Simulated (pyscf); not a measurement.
:C=Se [singlet] + hydrogen (H₂) → H₂C=Se, an insertion (singlet surface; H–H broken, C–H, C–H formed). Optimised with ωB97X-D3(BJ)/def2-SVP in PySCF. Energies in kJ/mol from the separated reactants.

AM1 to PM7: differences of heats of formation from MOPAC, which are fitted to 298 K values and so differ in kind from electronic energies by zero-point and thermal terms. 

Problem. In single points PM6 puts the saddle at 151.5 kJ/mol and the reaction energy at -138.9 kJ/mol. Should these be trusted to within a few kcal/mol? Compare with ωB97M-D3(BJ)/def2-TZVP.

Solution. ωB97M-D3(BJ)/def2-TZVP gives ΔE‡ = 153.1 kJ/mol and ΔE = -229.3 kJ/mol. PM6 lies 1.6 kJ/mol under it in the barrier and 90.5 kJ/mol over it in the reaction energy, so on this step it does not hold to within 12.6 kJ/mol. ωB97M-D3(BJ)/def2-TZVP has limits of its own. One saddle was located; it need not be the lowest between these sides. In the def2 sets elements up to Kr have no core potential.
